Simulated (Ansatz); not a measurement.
A made-up structure of CH2NSi, doublet:

```
5
angstrom
C 0.8054 -0.8648 1.8420
N 0.4296 -0.4324 0.8166
Si 0.0195 0.1213 -0.7714
H 0.5222 -1.2385 0.1985
H 0.0583 1.6032 -0.7667
```

It is relaxed with PBE-D4/def2-SVP and then PBE0-D4/def2-TZVP (Ansatz 0.2.0). Atoms count as bonded within 1.22 times the sum of their covalent radii (H–H: 0.88 Å). The end point is not checked to be a true minimum.

(1) Does its bonding change? (Judge from chemistry; the calculation decides.)

## Answers

(1) Computed: Yes. Formed: C1–Si3; broken: N2–Si3.

Where it ends: The first stage lowers the energy by 1.47 eV in 16 steps. It ends as CH₂NSi ([NH][C][SiH]):
```
5
angstrom
C 0.3221 -0.2200 0.5180
N 1.2735 -0.3080 1.2252
Si -1.2785 -0.0726 -0.3475
H 2.0588 -0.9281 1.3432
H -0.5408 0.7175 -1.4199
```

Labels in which every atom is bracketed show which atoms are joined, not bond orders.

For scale, one of the runs: PBE0-D4/def2-TZVP relaxation, 111 basis functions, launched by `ansatz run in.yaml --threads 2 --pin off --events-out ev --progress --plain --max-ram 4352MiB`. Hardware: 2 CPU threads of an Arm Neoverse V1, shared host. Wall time about 120 s.
